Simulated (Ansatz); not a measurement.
# C3H5FS: the cost of one run

Method: RKS r2SCAN/def2-SVP, in Ansatz 0.2.0.

**1. Starting point**

Bond lengths: C1–C2 1.532 Å, C2–S3 1.671 Å, C2–C4 1.474 Å, C4–F5 1.340 Å, C1–H6 1.126 Å, C1–H7 1.044 Å, C1–H8 1.081 Å, C4–H9 1.158 Å, C4–H10 1.051 Å. Angles (14 of 15 angles, heavy atoms first): C1–C2–S3 119.5°, C1–C2–C4 120.9°, S3–C2–C4 119.6°, C2–C4–F5 114.1°, C2–C1–H6 106.1°, C2–C1–H7 114.8°, C2–C1–H8 105.8°, C2–C4–H9 107.0°, C2–C4–H10 116.3°, F5–C4–H9 102.0°, F5–C4–H10 108.6°, H6–C1–H7 111.5°, H6–C1–H8 104.9°, H7–C1–H8 112.9°.

Coordinates:

```xyz
10

C     0.4196   -0.7002    1.0740
C     0.3244   -0.3101   -0.4045
S     1.1687   -1.1936   -1.5445
C    -0.5177    0.8197   -0.8364
F    -0.5492    1.8414    0.0300
H     0.6523    0.2490    1.6341
H     1.1143   -1.4497    1.2859
H    -0.5859   -0.9606    1.3753
H    -1.6156    0.4515   -0.8143
H    -0.3280    1.2014   -1.7966
```

**2. End point A**

File input.yaml:

```yaml
crystal:
  periodic: [false, false, false]
  atoms:
    - { symbol: C, position_ang: [0.4196, -0.7002, 1.074] }
    - { symbol: C, position_ang: [0.3244, -0.3101, -0.4045] }
    - { symbol: S, position_ang: [1.1687, -1.1936, -1.5445] }
    - { symbol: C, position_ang: [-0.5177, 0.8197, -0.8364] }
    - { symbol: F, position_ang: [-0.5492, 1.8414, 0.03] }
    - { symbol: H, position_ang: [0.6523, 0.249, 1.6341] }
    - { symbol: H, position_ang: [1.1143, -1.4497, 1.2859] }
    - { symbol: H, position_ang: [-0.5859, -0.9606, 1.3753] }
    - { symbol: H, position_ang: [-1.6156, 0.4515, -0.8143] }
    - { symbol: H, position_ang: [-0.328, 1.2014, -1.7966] }
basis:
  gaussian: { orbitals: def2-SVP }
hamiltonian:
  xc: r2scan
relax:
  f_tol: 0.02
  max_steps: 50
output:
  orbitals: {}
```

Launch:

```
$ ansatz run input.yaml --threads 2 --pin off --max-ram 3072MiB --backend cpu --events-out ev --progress --plain --runs-dir out
```

Q: Estimate wall time and peak memory on 2 threads of Arm Neoverse V2, shared host.

About 34 s, with a peak of 0.15 GiB.
